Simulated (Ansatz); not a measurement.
Basis-set extrapolation for C₂H₄N₂ (`NC#CN`) (PBE0-D4/def2-TZVP geometry, frozen core, the Gaussian-basis code of Ansatz). Multiplicity 1, RHF reference.

```csv
,def2-TZVPP,def2-QZVPP
HF,-186.958709,-186.967186
MP2 correlation,-0.720669,-0.771071
CCSD(T) correlation,-0.771541,not run
```

Energies in hartree. Use E(X) = E(∞) + A·exp(−7.88·√X) for Hartree–Fock and E(X) = E(∞) + B·X^(−2.97) for correlation, with X = 3 and 4, and add CCSD(T) minus MP2 of the smaller set to the MP2 limit.

Problem. What is the CCSD(T) energy at the basis-set limit?

Solution. HF limit: -186.967186 + (-0.008477) × 0.13774 = -186.96835. MP2 limit: -0.771071 + (-0.050402) × 0.74074 = -0.80841. Higher-order term: -0.771541 − (-0.720669) = -0.05087. Total: -187.82763 hartree, 255.7 kJ/mol below CCSD(T)/def2-TZVPP.
